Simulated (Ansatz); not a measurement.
`F[C@H]1C[C@@H]1F` and `C[C@@]1(F)C[C@H]1F` differ in one atom or group (the configuration at a centre changes too).

Ansatz, PBE0-D4/def2-TZVP geometries, multiplicity 1. 

```csv
property,`F[C@H]1C[C@@H]1F`
size of the dipole moment (B3LYP/def2-TZVPP) / D,1.15
LUMO energy (ωB97M-V/def2-TZVPP) / eV,2.88
HOMO energy (PBE0/def2-TZVPP) / eV,-8.31
LUMO energy (PBE/def2-TZVPP) / eV,0.12
HOMO energy (B3LYP/def2-TZVPP) / eV,-8.10
HOMO–LUMO gap (PBE/def2-TZVPP) / eV,6.86
```

Problem. Give the same properties after the change, and the shifts. (Best estimate.)

Solution. Ansatz gave: 
```csv
property,`C[C@@]1(F)C[C@H]1F`,shift
size of the dipole moment (B3LYP/def2-TZVPP) / D,1.03,-0.12
LUMO energy (ωB97M-V/def2-TZVPP) / eV,2.96,0.08
HOMO energy (PBE0/def2-TZVPP) / eV,-7.99,0.32
LUMO energy (PBE/def2-TZVPP) / eV,0.34,0.22
HOMO energy (B3LYP/def2-TZVPP) / eV,-7.80,0.30
HOMO–LUMO gap (PBE/def2-TZVPP) / eV,6.83,-0.03
```

With PBE0 the HOMO rises by 0.32 eV and the LUMO rises by 0.25 eV, so the gap narrows by about 0.07 eV. PBE moves the HOMO by 0.25 eV and ωB97M-V by 0.34 eV. Dipoles are sizes alone; their direction can turn.

B3LYP here is the variant with VWN-RPA as its local correlation; programs differ in this.
